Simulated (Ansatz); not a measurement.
# C2H6N2: the cost of one run

Method: RKS PBE-D4/STO-3G, in Ansatz 0.2.0.

**1. The system as given**

Bond lengths: C1–C2 1.275 Å, C2–N3 1.349 Å, C2–N4 1.404 Å, C1–H5 1.109 Å, C1–H6 1.150 Å, N3–H7 1.063 Å, N3–H8 0.961 Å, N4–H9 0.940 Å, N4–H10 1.042 Å. Angles: C1–C2–N3 119.3°, C1–C2–N4 125.0°, N3–C2–N4 115.7°, C2–C1–H5 125.6°, C2–C1–H6 122.2°, H5–C1–H6 112.1°, C2–N3–H7 109.3°, C2–N3–H8 116.8°, H7–N3–H8 111.2°, C2–N4–H9 114.7°, C2–N4–H10 109.4°, H9–N4–H10 114.0°.

As a file:

```xyz
10

C    -1.1732    0.2587   -0.3801
C     0.0121   -0.0150    0.0032
N     0.6676   -1.0481   -0.5643
N     0.7276    0.6986    0.9780
H    -1.7232   -0.2560   -1.1947
H    -1.7697    1.1404    0.0555
H     1.2970   -1.5057    0.1595
H     0.1324   -1.7021   -1.0219
H     1.6512    0.7639    0.8181
H     0.2613    1.6142    1.1496
```

**2. Relaxing end A**

The input, input.yaml:

```yaml
crystal:
  periodic: [false, false, false]
  atoms:
    - { symbol: C, position_ang: [-1.1732, 0.2587, -0.3801] }
    - { symbol: C, position_ang: [0.0121, -0.015, 0.0032] }
    - { symbol: "N", position_ang: [0.6676, -1.0481, -0.5643] }
    - { symbol: "N", position_ang: [0.7276, 0.6986, 0.978] }
    - { symbol: H, position_ang: [-1.7232, -0.256, -1.1947] }
    - { symbol: H, position_ang: [-1.7697, 1.1404, 0.0555] }
    - { symbol: H, position_ang: [1.297, -1.5057, 0.1595] }
    - { symbol: H, position_ang: [0.1324, -1.7021, -1.0219] }
    - { symbol: H, position_ang: [1.6512, 0.7639, 0.8181] }
    - { symbol: H, position_ang: [0.2613, 1.6142, 1.1496] }
basis:
  gaussian: { orbitals: STO-3G }
hamiltonian:
  xc: pbe
  dispersion: d4
relax:
  f_tol: 0.015
  max_steps: 40
```

Command:

```bash
$ ansatz run input.yaml --threads 1 --pin off --max-ram 2048MiB --backend cpu --events-out ev --progress --plain --runs-dir out
```

**Question.** How long does this run take on 1 thread of Arm Neoverse V2, shared host, and how much memory does it need?

About 9 s, with a peak of 0.1 GiB.
